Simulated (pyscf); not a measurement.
Exchange assisted by a bridging atom: H₃C–OH (SMILES CO) + H₃C–Zn–CH₃ (SMILES [CH3][Zn][CH3]) → H₃C–Zn–CH₂–OH (SMILES [CH3][Zn][CH2]O) + CH₄ (SMILES C)

Gas phase, singlet surface, charge 0. Bonds broken: C1–H4, Zn2–C10. Bonds formed: C1–Zn2, H4–C10. Structures and frequencies: ωB97X-D3(BJ)/def2-SVP in PySCF.

Transition state (Å):

```xyz
15

C      0.4207    -0.5599    -2.1519
Zn    -0.8482    -0.8186    -0.2817
C     -2.0132     0.2874     0.8264
H      0.6732    -1.4551    -0.8714
H      0.3838     0.5265    -2.3493
H      1.1308    -1.0210    -2.8591
H     -2.7549    -0.3228     1.3675
H     -1.4359     0.8487     1.5792
H     -2.5660     1.0207     0.2165
C      0.5427    -2.4903     0.0356
O     -0.9216    -1.1479    -2.3519
H     -0.2902    -3.2155     0.0602
H      0.8884    -2.3057     1.0657
H      1.3612    -2.9946    -0.5033
H     -1.4209    -0.6847    -3.0341
```

One imaginary mode, 1497i cm⁻¹; descent along it reached the two sides named, in the forms told below.

```json
[
 {"bond": "C1–H4", "change": "breaks", "reactant side (Å)": "1.099", "saddle": "1.583", "product side": "3.4"},
 {"bond": "Zn2–C10", "change": "breaks", "reactant side (Å)": "1.963", "saddle": "2.198", "product side": "3.1"},
 {"bond": "C1–Zn2", "change": "forms", "reactant side (Å)": "3.2", "saddle": "2.275", "product side": "1.971"},
 {"bond": "H4–C10", "change": "forms", "reactant side (Å)": "3.2", "saddle": "1.383", "product side": "1.101"}
]
```

Electronic energies relative to the separated reactants (kcal/mol):

```tsv
level	barrier	reaction energy	reverse barrier
ωB97X-D3(BJ)/def2-TZVP	54.2	+3.0	51.2
PBE/def2-TZVP	52.6	+2.9	49.7
r²SCAN/def2-TZVP	50.1	+3.1	47.0
B3LYP-D3(BJ)/def2-TZVP	55.6	+2.8	52.8
PBE0-D3(BJ)/def2-TZVP	52.2	+3.3	48.8
M06-2X/def2-TZVP	49.8	+3.3	46.5
ωB97M-D3(BJ)/def2-TZVP	55.0	+3.2	51.9
HF/def2-TZVP	70.3	+4.1	66.3
```

With ωB97M-D3(BJ)/def2-TZVP energies and thermal terms (ideal gas, 1 atm, RRHO with modes under 100 cm⁻¹ raised to 100, one conformer, R ln 2 for chiral ones without a mode under 150 cm⁻¹), in kcal/mol:

```tsv
T (K)	ΔH‡	ΔG‡	ΔH	ΔG
298	52.3	62.5	+2.8	+3.5
600	53.3	72.5	+3.0	+4.1
900	54.4	81.8	+3.1	+4.6
1200	55.4	90.8	+3.1	+5.1
```

On the reactant side the descent ends in a complex (not fully relaxed), 7.4 kcal/mol under the separated species and 61.5 kcal/mol under the saddle at ωB97X-D3(BJ)/def2-TZVP. At the saddle there is also a short H–Zn, O–Zn contact that neither side keeps, so another atom assists the step. This is the saddle that the search found; another between the same sides may lie lower. Elements up to Kr have no core potential and no relativistic terms here.
